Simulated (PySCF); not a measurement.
# P: ionisation energy

P [Ne] 3s2 3p3 (4S) → P+ [Ne] 3s2 3p2 (3P), as a difference of total energies. Calculation: PySCF 2.14, in x2c-SVPall (4s3p1d, 18 functions); the spin-free X2C one-electron Hamiltonian (Gaussian nucleus). Correlated levels: valence: [Ne] frozen. The calculations carry no spin-orbit coupling.

```
           method  ionisation energy (eV)  error (eV)
              UHF                   9.925      -0.601
             MN15                  10.371      -0.155
             PBE0                  10.499      -0.027
    MP2 (valence)                  10.245      -0.281
SCS-MP2 (valence)                  10.116      -0.410
   CCSD (valence)                  10.163      -0.363
CCSD(T) (valence)                  10.165      -0.361
```

Reference: 10.526 eV (measured; NIST levels, between the centres of gravity of the two terms).

Errors of the correlated levels include the incompleteness of this basis and the frozen core.
